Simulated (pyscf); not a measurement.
Single points on ωB97X-D3(BJ)/def2-SVP structures (PySCF, gas phase).

Estimate by transition-state theory (the high-pressure limit) the rate constant of H₃C–Cl + Cl–Sn:–Cl [singlet] → H₃C–Sn(Cl)(Cl)–Cl (singlet surface; C–Cl broken, C–Sn, Cl–Sn formed) at 900 K, with ωB97M-D3(BJ)/def2-TZVP energies (ideal gas, 1 atm, RRHO with modes under 100 cm⁻¹ raised to 100, one conformer, R ln 2 for chiral ones without a mode under 150 cm⁻¹; no tunnelling).

The electronic barrier is 48.8 kcal/mol and the thermal terms add +28.6, so ΔG‡ = 77.5 kcal/mol. With k_BT/h = 1.88e+13 s⁻¹ and RT = 1.788 kcal/mol, and a volume of 1.23e-19 cm³ per molecule at 1 atm, k = 3.6e-25 cm³ molecule⁻¹ s⁻¹. The product is born with the 74 kcal/mol of the reverse barrier and needs collisions to keep. Wigner's tunnelling factor for 513i cm⁻¹ would be 1.03. A shift of 1 kcal/mol in the barrier changes k by a factor 1.7. On the reactant side the descent ends in a bound adduct, 8.2 kcal/mol under the separated species and 54.3 kcal/mol under the saddle at ωB97X-D3(BJ)/def2-TZVP. At ωB97X-D3(BJ)/def2-TZVP the barrier from the zero used here is 46.1 kcal/mol. This is the saddle that the search found; another between the same sides may lie lower. One closed-shell reference is unstable to symmetry breaking; treat the single-reference values with care. Elements past Kr carry the def2 core potentials, without spin-orbit coupling.
